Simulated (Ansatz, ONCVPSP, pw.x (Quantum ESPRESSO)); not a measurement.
pw.x on fcc P: one setting changed

Potential: optimised norm-conserving Vanderbilt (ONCV), ONCVPSP 4.0.1.1 (patched build), PBEsol; core [Ne], reference 3s2 3p3; waves: 3s: rc 1.70 bohr, ncon 3, nbas 6, qcut 3.8 1/bohr, 1 projector; 3p: rc 1.60 bohr, ncon 4, nbas 9, qcut 5.2 1/bohr, 1 projector; d scattering state at 0.03 Ha: rc 1.35 bohr, ncon 4, nbas 8, qcut 8.1 1/bohr, 2 projectors, debl 1.9 Ha; local part: polynomial inside 1.00 bohr (lpopt 5, dvloc0 3 Ha); core correction: Teter function, fcfact 3.75, rcfact 1.25.

The reference run (k-mesh 15³, cutoffs 75/300 Ry, Fermi–Dirac 0.01 Ry, mixing_beta 0.4, conv_thr 1e-9, no spin) gives -1.31 GPa at 14.096 Å³/atom, where all-electron LAPW gives -0.60 GPa. This run, with its own iteration cap, changes nosym to true.

```
&control
  calculation='scf', prefix='x', pseudo_dir='./', outdir='./tmp', tstress=.true., disk_io='none'
/
&system
  ibrav=0, nat=1, ntyp=1, ecutwfc=75, ecutrho=300, nbnd=9,
  occupations='smearing', smearing='fd', degauss=0.01, nosym=.true.
/
&electrons
  conv_thr=1e-09, mixing_beta=0.4, electron_maxstep=70
/
ATOMIC_SPECIES
P 1.0 P.UPF
CELL_PARAMETERS angstrom
  0.00000000 1.91729364 1.91729364
  1.91729364 0.00000000 1.91729364
  1.91729364 1.91729364 0.00000000
ATOMIC_POSITIONS crystal
P 0.0000 0.0000 0.0000
K_POINTS automatic
15 15 15 0 0 0
```

```bash
pw.x < P.scf.in > P.scf.out
```

Question: How does the run end?

Answer: It converges in 6 iterations; the free energy moves by +0.0 meV/atom and the pressure by +0.00 GPa. The result is that of the reference run.

```
lattice parameter (alat)  =       5.1239  a.u.
     unit-cell volume          =      95.1245 (a.u.)^3
     number of electrons       =         5.00
     number of Kohn-Sham states=            9
     kinetic-energy cutoff     =      75.0000  Ry
     charge density cutoff     =     300.0000  Ry
     scf convergence threshold =      1.0E-09
     Exchange-correlation= PBESOL
     number of k points=  1688  Fermi-Dirac smearing, width (Ry)=  0.0100
     iteration #  1     ecut=    75.00 Ry     beta= 0.40
     total energy              =     -13.78178883 Ry
     estimated scf accuracy    <       0.00203326 Ry
     iteration #  2     ecut=    75.00 Ry     beta= 0.40
     total energy              =     -13.78162076 Ry
     estimated scf accuracy    <       0.00051204 Ry
     iteration #  3     ecut=    75.00 Ry     beta= 0.40
     total energy              =     -13.78166808 Ry
     estimated scf accuracy    <       0.00000428 Ry
     iteration #  4     ecut=    75.00 Ry     beta= 0.40
     total energy              =     -13.78167018 Ry
     estimated scf accuracy    <       0.00000005 Ry
     iteration #  5     ecut=    75.00 Ry     beta= 0.40
     total energy              =     -13.78167022 Ry
     estimated scf accuracy    <          9.3E-09 Ry
     iteration #  6     ecut=    75.00 Ry     beta= 0.40
     the Fermi energy is    11.5756 ev
!    total energy              =     -13.78167022 Ry
     estimated scf accuracy    <          2.2E-10 Ry
     smearing contrib. (-TS)   =      -0.00238149 Ry
     The total energy is F=E-TS. E is the sum of the following terms:
     one-electron contribution =       5.94705866 Ry
     hartree contribution      =       0.20127248 Ry
     xc contribution           =      -4.10972118 Ry
     ewald contribution        =     -15.81789869 Ry
     convergence has been achieved in   6 iterations
          total   stress  (Ry/bohr**3)                   (kbar)     P=      -13.06
     Message from routine punch:
     Nothing written, as per user request (disk_io='none')
```

The run took about 4.6 min on one core of a shared host (Intel(R) Xeon(R) Platinum 8175M CPU @ 2.50GHz, 96 threads, 755 GiB, load 47).
